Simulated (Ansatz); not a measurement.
The same path of CH5BO (8 atoms, charge 0, multiplicity 1) was run twice with different band settings. Lost on the way: B1–O2, B1–H4. Made: O2–H4.

These are results of RKS PBE0/cc-pVDZ in Ansatz 0.2.0, not measurements.

Relaxed end points:

```xyz
8
Properties=species:S:1:pos:R:3
B 0.227 0.114 0.024
O 0.497 -0.328 1.278
H -0.278 -0.717 1.703
H 1.173 0.611 -0.547
C -1.185 0.013 -0.655
H -1.952 -0.505 -0.056
H -1.556 1.028 -0.882
H -1.104 -0.496 -1.630
```

```xyz
8
Properties=species:S:1:pos:R:3
B 0.165 -0.366 -0.841
O 0.465 0.339 1.311
H 0.403 -0.518 1.759
H 1.302 0.248 0.819
C -1.350 -0.055 -0.941
H -1.915 -0.659 -0.207
H -1.526 1.011 -0.710
H -1.721 -0.280 -1.955
```

Common settings: movable images 9; climbing image yes; spring 5.0 eV/Å²; optimiser quadratic models (default); start path through a guess of the saddle point; iteration limit 60; end points relaxed.

| run | force threshold |
| --- | --- |
| 1 | 0.05 eV/Å |
| 2 | 0.5 eV/Å |

(1) What does each run give, and how far can it be trusted?

Results:

(1) Run 1: converged after 23 iterations, highest image 4.875 eV above the first end. The profile has 2 maxima (images 4, 8) with wells between them (image 5): this band takes more than one step, which may be the mechanism or a detour left from its start path. Neighbouring images differ by up to 2.2 eV, so the band resolves the path poorly. A vibrational analysis at the climbing image gives one clearly imaginary mode, 940i cm⁻¹: a first-order saddle point.
Run 2: converged after 7 iterations, highest image 4.796 eV above the first end. The threshold of 0.5 eV/Å is loose, so the images may lie well off the minimum-energy path. Neighbouring images differ by up to 1.8 eV, so the band resolves the path poorly. The order of the point at the top wasn't checked.
The orbitals stay closed-shell, which can raise the energy where a bond breaks towards radicals; this wasn't checked here.
